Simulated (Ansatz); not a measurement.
# C2H4N+: up Jacob's ladder to CCSD(T)

One table from this session's results is given with a row withheld; the runs are named, their logs left out.

The runs use Ansatz 0.2.0, Gaussian basis; functionals in def2-TZVPP, the program's frozen cores in correlated methods.

Levels to be run: LDA (SPW92), PBE-D4, revPBE-D4, BLYP-D4, r2SCAN-D4, B97M-V, PBE0-D4, B3LYP-D4, r2SCANh-D4, r2SCAN0-D4, HSE06-D4, BHLYP-D4, CAM-B3LYP-D4, LC-ωPBE, ωB97X-V, ωB97M-V, B2PLYP, PBE-QIDH; CCSD(T)/def2-SVP; CCSD(T)/def2-TZVPP; CCSD(T)/def2-QZVPP; extrapolation to the limit; RPA on PBE.

## Structure used throughout

An earlier PBE0-D4 in a triple-zeta def2 set relaxation fixed the geometry.

SMILES `CC#[NH+]`, 7 atoms, charge 1, spin multiplicity 1.

Atoms are counted from 1 here; the program's logs count them from 0.

Bond lengths: C1–C2 1.427 Å, C1–H4 1.095 Å, C1–H5 1.095 Å, C1–H6 1.095 Å, C2–N3 1.137 Å, N3–H7 1.009 Å. Angles: C2–C1–H4 109.0°, C2–C1–H5 109.0°, C2–C1–H6 109.0°, H4–C1–H5 110.0°, H4–C1–H6 110.0°, H5–C1–H6 110.0°, C1–C2–N3 180.0°, C2–N3–H7 180.0°.

Set-up of the first run:

in.yaml reads:

```yaml
crystal:
  periodic: [false, false, false]
  atoms:
    - {symbol: C, position_ang: [-0.704541, 0.532546, -0.285445]}
    - {symbol: C, position_ang: [0.378987, -0.286458, 0.153544]}
    - {symbol: N, position_ang: [1.242203, -0.938948, 0.503274]}
    - {symbol: H, position_ang: [-1.503765, -0.109608, -0.668741]}
    - {symbol: H, position_ang: [-0.348913, 1.199216, -1.077351]}
    - {symbol: H, position_ang: [-1.071889, 1.120992, 0.561210]}
    - {symbol: H, position_ang: [2.007918, -1.517749, 0.813498]}
basis:
  gaussian: {orbitals: def2-TZVPP}
total_charge: 1
hamiltonian: {xc: lda}
output: {orbitals: {seedname: orbitals}}
```

Command:

```
> ansatz run in.yaml --threads 2 --pin off --events-out ev --progress --plain --max-ram 32768MiB --backend cpu
```

Among the steps run: LDA; PBE-D4 (GGA); revPBE-D4 (GGA); BLYP-D4 (GGA); r2SCAN-D4 (meta-GGA); B97M-V (meta-GGA); B3LYP-D4 (hybrid); r2SCANh-D4 (hybrid); r2SCAN0-D4 (hybrid); HSE06-D4 (hybrid); BHLYP-D4 (hybrid); CAM-B3LYP-D4 (range-separated); LC-ωPBE (range-separated); ωB97X-V (range-separated); ωB97M-V (range-separated); B2PLYP (double hybrid); PBE-QIDH (double hybrid).

One of the session's tables, all rows but one given; the rest of the session is left out.

It belongs to the step «Frontier levels by functional». Levels are read from the orbital files that the runs wrote:

| functional | HOMO (eV) | LUMO (eV) | gap (eV) |
| --- | --- | --- | --- |
| LDA (SPW92) | -15.94 | -8.07 | 7.86 |
| PBE-D4 | -15.86 | -7.89 | 7.96 |
| revPBE-D4 | -15.82 | -7.82 | 8.00 |
| BLYP-D4 | -15.74 | -7.79 | 7.95 |
| r2SCAN-D4 | -16.17 | -7.57 | 8.59 |
| B97M-V | -16.21 | -7.45 | 8.76 |
| PBE0-D4 | -17.31 | -6.72 | 10.59 |
| B3LYP-D4 | -17.06 | -7.02 | 10.05 |
| r2SCANh-D4 | -16.70 | -7.15 | 9.55 |
| r2SCAN0-D4 | -17.51 | -6.52 | 11.00 |
| HSE06-D4 | ? | ? | ? |
| BHLYP-D4 | -18.66 | -5.45 | 13.22 |
| CAM-B3LYP-D4 | -18.74 | -5.49 | 13.25 |
| LC-ωPBE | -20.18 | -4.22 | 15.96 |
| ωB97X-V | -19.76 | -4.29 | 15.47 |
| ωB97M-V | -19.60 | -4.36 | 15.24 |

Estimate the missing values for HSE06-D4.

As computed: HOMO (eV): -16.90; LUMO (eV): -7.11; gap (eV): 9.80. In the column «HOMO (eV)» it lies between B3LYP-D4 (-17.06) and r2SCANh-D4 (-16.70).
